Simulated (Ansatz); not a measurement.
# AlHO2: the cost of one run

Computed with Ansatz 0.2.0, Gaussian basis. Level: def2-QZVPP, core rule «outside noble gas», up to 7 orbitals frozen.

To be run: UHF; ROHF; CCSD(T) on UHF.

2 further runs of the same task are left out: 2 set aside as unsound or not needed.

### Step 1. The geometry

The geometry is a PBE0/def2-TZVP stationary point (not a proven minimum) of the parent state, kept for this charge and spin.

4 atoms, charge 0, spin multiplicity 3.

Atoms are counted from 1 here; the program's logs count them from 0.

Bond lengths: O1–Al2 1.596 Å, Al2–O3 1.631 Å, O3–H4 0.946 Å. Angles: O1–Al2–O3 180.0°, Al2–O3–H4 180.0°.

### Step 2. UHF

File in.yaml:

```yaml
crystal:
  periodic: [false, false, false]
  atoms:
    - {symbol: O, position_ang: [0.000000, 0.000000, -2.248625]}
    - {symbol: Al, position_ang: [0.000000, 0.000000, -0.653025]}
    - {symbol: O, position_ang: [0.000000, 0.000000, 0.977875]}
    - {symbol: H, position_ang: [0.000000, 0.000000, 1.923775]}
basis:
  gaussian: {orbitals: "def2-QZVPP.json"}
magnetization: {spin_polarized: true, initial_magnetization: 2}
hamiltonian: {xc: hf}
output: {orbitals: {seedname: orbitals}}
```

Run with:

```
$ ansatz run in.yaml --threads 1 --pin off --events-out ev --progress --plain --max-ram 2393MiB
```

Q: Estimate wall time and peak memory on 1 thread of Arm Neoverse V2, shared host.

About 13 s, with a peak of 0.51 GiB.
